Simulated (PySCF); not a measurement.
Li: ionisation energy

Li [He] 2s1 (2S) → Li+ 1s2 (1S), as a difference of total energies. Calculation: PySCF 2.14, in aug-cc-pCVTZ (7s6p4d2f, 59 functions); the non-relativistic Hamiltonian (point nucleus). Correlated levels: valence and next inner shell: nothing frozen. The calculations carry no spin-orbit coupling.

```json
{"method": "UHF", "ionisation energy (eV)": "5.342"}
{"method": "LDA", "ionisation energy (eV)": "5.472"}
{"method": "PBE", "ionisation energy (eV)": "5.588"}
{"method": "PBE0", "ionisation energy (eV)": "5.570"}
{"method": "r2SCAN", "ionisation energy (eV)": "5.388"}
{"method": "BLYP", "ionisation energy (eV)": "5.529"}
{"method": "wB97X", "ionisation energy (eV)": "5.315"}
{"method": "TPSSh", "ionisation energy (eV)": "5.499"}
{"method": "M06-2X", "ionisation energy (eV)": "5.432"}
{"method": "MP2 (valence and next inner shell)", "ionisation energy (eV)": "5.374"}
{"method": "SCS-MP2 (valence and next inner shell)", "ionisation energy (eV)": "5.370"}
```

Question: How much does correlation contribute at MP2 (valence and next inner shell)?

Answer: 5.374 − (5.342) = 0.032 eV, measured against UHF.

Errors of the correlated levels include the incompleteness of this basis.

For comparison: 5.392 eV (measured; NIST Atomic Spectra Database, ionization energies).
